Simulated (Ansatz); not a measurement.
Rock-salt MgO, relaxed in Ansatz (plane waves) with several semilocal functionals. Each gives its own volume and its own bulk modulus:

```json
[
 {"level": "LDA", "V0 (Å³/atom)": "8.997", "bulk modulus (GPa)": "172.3", "ln V0": "2.1969", "ln B0": "5.1492"},
 {"level": "r²SCAN", "V0 (Å³/atom)": "9.290", "bulk modulus (GPa)": "166.6", "ln V0": "2.2289", "ln B0": "5.1156"},
 {"level": "PBE-D3(BJ)", "V0 (Å³/atom)": "9.314", "bulk modulus (GPa)": "159.2", "ln V0": "2.2315", "ln B0": "5.0702"},
 {"level": "BLYP", "V0 (Å³/atom)": "9.758", "bulk modulus (GPa)": "145.6", "ln V0": "2.2781", "ln B0": "4.9809"},
 {"level": "revPBE", "V0 (Å³/atom)": "9.863", "bulk modulus (GPa)": "140.5", "ln V0": "2.2888", "ln B0": "4.9452"},
 {"level": "RPBE", "V0 (Å³/atom)": "9.932", "bulk modulus (GPa)": "138.6", "ln V0": "2.2958", "ln B0": "4.9316"}
]
```

Task: Fit a straight line to ln B0 against ln V0. What does it predict for PBEsol-D3(BJ), whose volume is 9.102 Å³/atom?

Result: With x = ln V0 and y = ln B0: means 2.25333 and 5.03212; Σ(Δx Δy) = -0.01810, Σ(Δx²) = 0.007933, so the slope is -2.28. At x = 2.2085 the line gives y = 5.03212 + (-2.28) × (2.2085 − 2.25333) = 5.1343, or 169.7 GPa. The run with PBEsol-D3(BJ) gives 167.1 GPa, -1.5 % from the line. The rows used scatter about it by up to 2.8 %, while the largest value lies 24 % above the smallest.

Measured: 170 GPa (measured, 0 K value with the zero-point phonon effect removed; as tabulated in Mejia-Rodriguez and Trickey (2018), arXiv:1807.09216).

Ansatz's density-functional and Hartree–Fock values are scalar-relativistic unless marked +SOC, with PAW data made under PBE.

Ansatz is a first-principles code.
